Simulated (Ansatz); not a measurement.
The first iterations of a band of BF2H + H (5 atoms, charge 0, multiplicity 2).

These are results of UKS r2SCAN-D4/6-31G* (Ansatz 0.2.0), not measurements.

```
movable images  : 5
climbing image  : yes
spring          : 5.0 eV/Å²
optimiser       : quadratic models (default)
start path      : through a guess of the saddle point
force threshold : 0.03 eV/Å
iteration limit : 60
end points      : relaxed
```

Image 0:

```xyz
5
Properties=species:S:1:pos:R:3
B 0.000 0.002 -0.176
H 0.000 0.009 1.018
F 1.133 -0.001 -0.854
F -1.133 -0.001 -0.854
H 0.000 -0.009 3.387
```

Image 6:

```xyz
5
Properties=species:S:1:pos:R:3
B 0.000 0.000 -0.487
H 0.000 -0.001 2.266
F 1.145 0.000 -1.135
F -1.145 0.000 -1.135
H 0.000 -0.001 3.011
```

| iteration | highest image above the first end (eV) | largest band force component (eV/Å) |
| --- | --- | --- |
| 1 | 0.366 | 1.936 |
| 2 | 0.394 | 2.334 |
| 3 | 0.334 | 3.393 |
| 4 | 0.363 | 1.017 |

**Question.** Does the band converge within its limit, and where does its top end?

**Answer.** It converged. It ended after 14 iterations with the highest image 0.354 eV above the first end. A vibrational analysis at the climbing image gives one clearly imaginary mode, 1014i cm⁻¹: a first-order saddle point.

Run time: 3.4 min on 1 thread of Arm Neoverse V1 (shared host), peak memory 0.13 GiB.
